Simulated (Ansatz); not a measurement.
# [BH4]− (borohydride): where methods fail along a bond

The species is [BH4]− (5 atoms), meant as a singlet with charge -1. SMILES: `[BH4-]`. The coordinates come from a GFN2-xTB relaxation.

```xyz
5

B     0.0001    0.0002   -0.0001
H     0.6837    0.9970    0.2177
H     0.7263   -0.9885   -0.0671
H    -0.6004    0.1397   -1.0634
H    -0.8097   -0.1484    0.9129
```

The B1–H2 distance is scanned; the parts on either side stay rigid. Basis 6-31G, 1 core orbital frozen in the correlated methods; program Ansatz 0.2.0. FCI is exact within this basis and core. Energies in eV from each method's value at 1.228 Å; methods without a U are spin-restricted. The set has no diffuse functions, which an anion needs. The shape above is that at 1.228 Å.

```tsv
distance (Å)	HF	PBE0	B3LYP	B2PLYP	RPA@PBE	CCSDT(Q)	CCSDTQ	FCI
1.228	0.00	0.00	0.00	0.00	0.00	0.00	0.00	0.00
1.535	0.47	0.48	0.47	0.47	0.38	0.41	0.41	0.41
1.842	1.32	1.34	1.28	1.30	1.12	1.18	1.18	1.18
2.456	2.75	2.75	2.61	2.67	2.33	2.47	2.47	2.47
3.070	3.70	3.61	3.40	3.51	3.00	3.31	3.31	3.31
```

Departure from the FCI curve at its largest: HF +0.38 eV at 3.07 Å; PBE0 +0.30 eV at 3.07 Å; B3LYP +0.14 eV at 2.46 Å; B2PLYP +0.20 eV at 2.46 Å; RPA@PBE -0.31 eV at 3.07 Å; CCSDT(Q) within 0.005 eV; CCSDTQ within 0.005 eV. For the functionals part of the departure is owed to the small basis.
